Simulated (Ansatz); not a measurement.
Reaction (SMILES): C1C[C]=1 -> [C-]1=CC1 (an electron is taken up)

Property: adiabatic electron affinity (0 K, with zero-point energies), in eV. Positive where the reaction releases energy. Conventions: non-relativistic; 6-311+G** with 5d; spin-orbit terms left out; six Cartesian d functions in 6-31G* and its kin unless marked 5d; UHF or UKS for open shells; no dispersion term unless named; LANL2DZ all-electron up to Ne. First-principles rows: single points at B3LYP-D3(BJ) geometries (Ansatz, a first-principles code), with unscaled harmonic terms from B3LYP/6-31G* at its own minima. Sets without +, aug- or the D of def2-TZVPD hold no diffuse functions, which anions need.

```json
[
 {"level": "PBE/STO-3G", "program": "Ansatz", "adiabatic electron affinity (0 K, with zero-point energies) (eV)": "-2.21"},
 {"level": "PBE/3-21G", "program": "Ansatz", "adiabatic electron affinity (0 K, with zero-point energies) (eV)": "0.68"},
 {"level": "PBE/LANL2DZ", "program": "Ansatz", "adiabatic electron affinity (0 K, with zero-point energies) (eV)": "1.08"},
 {"level": "PBE/6-31G*", "program": "Ansatz", "adiabatic electron affinity (0 K, with zero-point energies) (eV)": "0.72"},
 {"level": "PBE/def2-SVP", "program": "Ansatz", "adiabatic electron affinity (0 K, with zero-point energies) (eV)": "1.12"},
 {"level": "PBE/6-311+G**", "program": "Ansatz", "adiabatic electron affinity (0 K, with zero-point energies) (eV)": "1.55"},
 {"level": "PBE/def2-TZVPD", "program": "Ansatz", "adiabatic electron affinity (0 K, with zero-point energies) (eV)": "1.50"}
]
```

No value to compare with is used here. The 6 habitual levels span -2.21 (PBE/STO-3G) to 1.55 eV (PBE/6-311+G**); PBE/def2-TZVPD gives 1.50.

The sets are all those run for this method; runs whose electronic state is in doubt are left out.
